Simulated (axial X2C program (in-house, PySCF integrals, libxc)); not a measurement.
AlCl⁺: cheaper levels and CCSD(T), with spin–orbit coupling

Calculated with an in-house all-electron X2C program for linear molecules (integrals from PySCF). Two-component (2c) means X2C with spin–orbit coupling and atomic mean-field two-electron Coulomb and Gaunt terms. Basis: Cl dyall-av3z [9s8p3d2f], Al dyall-v3z [8s8p2d1f] (cores contracted in-house); Gaussian nuclei, density fitting, unrestricted open shells. Masses: Cl 34.969 u, Al 26.982 u.

State: Ω = 1/2 (⟨Sz⟩ = 0.50, ⟨Lz⟩ = 0.00 at HF); fragments Cl + Al+.

```
level  Re (Å)  ωe (cm⁻¹)  De (eV)
 PBE0   2.032      594.0     2.05
   HF   2.020      629.0     1.28
  MP2   2.031      617.9     2.06
 CCSD   2.034      602.1     1.62
B97-3   2.042      583.1     1.88
```

Correlated methods: 9 electrons correlated (number of frozen shells: Cl 2 s, 1 p; Al 2 s, 1 p), 169 virtual spin orbitals or spinors in MP2, 90 natural virtuals in coupled cluster.

CCSD(T), same Hamiltonian and basis:

Re = 2.039 Å, ωe = 595.6 cm⁻¹, De = 1.75 eV; T1 = 0.014 (Lee–Taylor normalisation).

Task: Give the differences from CCSD(T) in the columns below.

Result: 

```json
{"level": "PBE0", "ΔRe (Å)": "-0.007", "Δωe (cm⁻¹)": "-2", "ΔDe (eV)": "0.30"}
{"level": "HF", "ΔRe (Å)": "-0.019", "Δωe (cm⁻¹)": "33", "ΔDe (eV)": "-0.47"}
{"level": "MP2", "ΔRe (Å)": "-0.008", "Δωe (cm⁻¹)": "22", "ΔDe (eV)": "0.31"}
{"level": "CCSD", "ΔRe (Å)": "-0.005", "Δωe (cm⁻¹)": "6", "ΔDe (eV)": "-0.13"}
{"level": "B97-3", "ΔRe (Å)": "0.003", "Δωe (cm⁻¹)": "-12", "ΔDe (eV)": "0.13"}
```

The state is a single determinant with fixed occupations, the lowest that a limited PBE0 search found. De is counted from the lowest determinant-based energies of the atoms at the same level, without counterpoise correction. Density functionals use the spin component along the axis (collinear). CCSD and (T) use frozen natural virtuals with an MP2 correction for the truncation; (T) itself is uncorrected, so its De runs slightly low. In 2c an atomic determinant is not the ground J level, so De misses part of the atomic spin–orbit lowering. This holds for PBE0. Without a current term, density functionals place determinants with orbital angular momentum somewhat too high.
